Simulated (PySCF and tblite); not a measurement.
(CH3)2CHCHF2, C₄H₈F₂, numbered as in [CH3:1][CH:2]([CH3:3])[CH:4]([F:5])[F:6].

Search: ETKDG and KDG, MMFF94s, GFN2-xTB, 90 starts; geometries at PBE0-D3(BJ)/def2-SVP. Weights use CAM-B3LYP-D3(BJ)/def2-TZVP (IEF-PCM, chloroform) energies plus GFN2-xTB zero-point and thermal terms (modes under about 100 cm⁻¹ blended into free rotors). Symmetry numbers and mirror images are counted. Conformers within 3 kcal/mol (GFN2-xTB free energy) were kept, 8 at most. Couplings: B3LYP/pcJ-1 (gas phase; spin-dipole term only for pairs with B, N, F, Si or P). Couplings are for ¹³C, ¹⁹F, ¹H. (PySCF 2.14, tblite 0.8.)

Torsions listed: C1–C2–C4–F5. Of a mirror pair one member is shown.

```tsv
conformer	shape	weight %
1	57°	58.3
2	176°	41.7
```

**Question.** Give the couplings in each conformer and the averages at 298.15 K (pairs that fast motion interchanges averaged).

**Answer.** 
```
 coupling  pairs       1       2  average (Hz)
¹J(C1,C2)      2    36.5    36.7          36.5
³J(C1,F5)      2     3.3     5.9           4.4
³J(C1,F6)      2     5.6     2.3           4.2
¹J(C1,H1)      6   134.0   133.7         133.9
²J(C1,H2)      2    -3.9    -3.1          -3.6
³J(C1,H3)      6     5.6     5.7           5.6
³J(C1,H4)      2     2.7     1.6           2.2
¹J(C2,C4)      1    45.7    45.5          45.6
²J(C2,F5)      2    20.2    19.0          19.7
²J(H1,C2)      6    -3.4    -3.4          -3.4
¹J(C2,H2)      1   130.8   132.2         131.4
²J(C2,H4)      1     6.0     5.9           6.0
¹J(C4,F5)      2  -302.8  -301.9        -302.4
³J(H1,C4)      6     5.5     6.2           5.8
²J(H2,C4)      1    -2.5    -9.5          -5.4
¹J(C4,H4)      1   185.6   182.7         184.4
⁴J(H1,F5)      6     1.0     0.5           0.8
³J(H2,F5)      2    15.0    10.5          13.2
⁴J(H3,F5)      6     0.8     1.2           1.0
²J(H4,F5)      2    64.6    65.3          64.9
²J(H1,H1)      6   -14.1   -14.1         -14.1
³J(H1,H2)      6     7.8     7.7           7.8
³J(H2,H4)      1     2.1     8.8           4.9
```

Only couplings over up to 4 bonds are listed; longer-range ones, if any, are left out.

Computed couplings to fluorine can be off by tens of per cent at such levels.

F–F couplings are left out: such levels miss them by tens of Hz and can give the wrong sign.
